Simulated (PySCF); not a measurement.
## Stretching PO⁺

Set-up: PySCF, no relativity, basis sets P cc-pV(D+d)Z, O cc-pVDZ. Energies in eV from P⁺ + O in their ground configurations at the same level. All curves are PBE0. state 1: ¹Σ⁺ (singlet), closed shell; state 2: triplet, unpaired electrons π ↑↑, a mixture of terms (⟨Lz²⟩ = 2.0), a second solution, started from another occupation; state 3: quintet, unpaired electrons π ↑↑↑↑, a second solution, started from another occupation.

```
R (Å)  state 1  state 2  state 3
1.232   -5.253    2.618  12.6051
1.289   -6.587    0.409   9.3867
1.346   -7.324   -1.155   6.8855
1.389   -7.586   -2.003   5.3821
1.432   -7.657   -2.633   4.1314
1.475   -7.581   -3.086   3.0928
1.532   -7.307   -3.473   1.9791
1.604   -6.772   -3.696   0.9241
1.690   -5.958   -3.694   0.0290
1.804   -4.741   -3.405  -0.7212
```

Task: Put a parabola through the three lowest points of the state 1 curve and estimate Re, k and ωe (reduced mass 10.55 u; 1 eV/Å² = 0.16022 mdyn/Å; ωe = 1302.8·√(k/μ) cm⁻¹).

Result: Through R = 1.389, 1.432, 1.475 Å the second-order coefficient is 39.8 eV/Å², so Re ≈ 1.431 Å, k ≈ 12.7 mdyn/Å and ωe ≈ 1432 cm⁻¹. A polynomial fit of higher order to the unrounded PBE0 energies gives Re = 1.429 Å, k = 13.0 mdyn/Å, ωe = 1444 cm⁻¹; anharmonicity and rounding make the difference.

The higher-order fit for each curve: state 1: Re = 1.429 Å, ωe = 1444 cm⁻¹, De = 7.66 eV; state 2: Re = 1.645 Å, ωe = 917 cm⁻¹, minimum 3.73 eV below the ground-state fragments. State 3 gave no clean fit.

For an ion De counts to the pair picked by the measured ionisation energies or electron affinities, which need not be the lowest pair at this level.
